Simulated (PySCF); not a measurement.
# Calculated NMR parameters of CC(C)/C=P\P

```
Formula                               : C4H10P2
SMILES                                : CC(C)/C=P\P
InChI                                 : InChI=1S/C4H10P2/c1-4(2)3-6-5/h3-4H,5H2,1-2H3
Point group of the computed structure : C1
Carbon signals                        : 3
Proton signals                        : 4
```

Atom-mapped SMILES (the numbers label the heavy atoms): `[CH3:1][CH:2]([CH3:3])/[CH:4]=[P:5]\[PH2:6]`. Each H is labelled by its parent atom.

Computed data (PySCF): shieldings: GIAO PBE0/pcSseg-1, GFN2-xTB structure. No relativistic terms, a single conformation, one averaged value for each set of equivalent atoms, no solvent model.

Chemical shifts δ = σref − σ; ¹H and ¹³C vs TMS; ³¹P vs H3PO4, all at this level.

| carbon | δC, type | δH (multiplicity) | HMBC from (2–3 bonds) | span of the C tensor (ppm) |
| --- | --- | --- | --- | --- |
| C1/C3 | 25.7, CH3 | 1.11 (d) | H(C4), H(C2), H(C1)/H(C3) | 43 |
| C2 | 41.5, CH | 3.76 (m) | H(C4), H(C1)/H(C3) | 35 |
| C4 | 225.8, CH | 9.33 (m) | H(C2), H(P6), H(C1)/H(C3) | 404 |

Other nuclei:
| atoms | nucleus | environment | δ (ppm) | σ (ppm) |
| --- | --- | --- | --- | --- |
| H(P6) | ¹H | hydrogen on a phosphorus bonded to P | 2.72 | 29.00 |
| P5 | ³¹P | phosphorus bonded to C, P | 263.3 | 55.1 |
| P6 | ³¹P | phosphorus bonded to P, 2 H | -214.5 | 532.8 |

1. δC 225.8: carbon double-bonded to a heavier main-group atom.
2. δC 41.5: sp3 CH; aliphatic region, no heteroatom directly attached.
3. δC 25.7: methyl carbon; a saturated carbon with 1 carbon neighbour and no heteroatom attached.
4. δH 9.33: hydrogen on a carbon double-bonded to a heavier main-group atom.
5. δH 3.76: hydrogen on an sp3 CH.

Splittings by ³¹P in the carbon and heteronuclear signals aren't shown, as no couplings were computed. Shifts are as computed. Against solution values, carbons near 30 ppm lie about +3 ppm off and those near 130 ppm about +5 ppm. Of 1211 compounds with measured shifts, 218 miss one by over three times the rms of a fit or turn the order of signals round; such compounds aren't used in these exercises. Experimental scales use liquid or dissolved standards, which lie at an offset from isolated H3PO4. Multiplicities follow the n + 1 count of equivalent neighbours, as no J values were calculated; m marks all less simple cases, F and P coupling included.
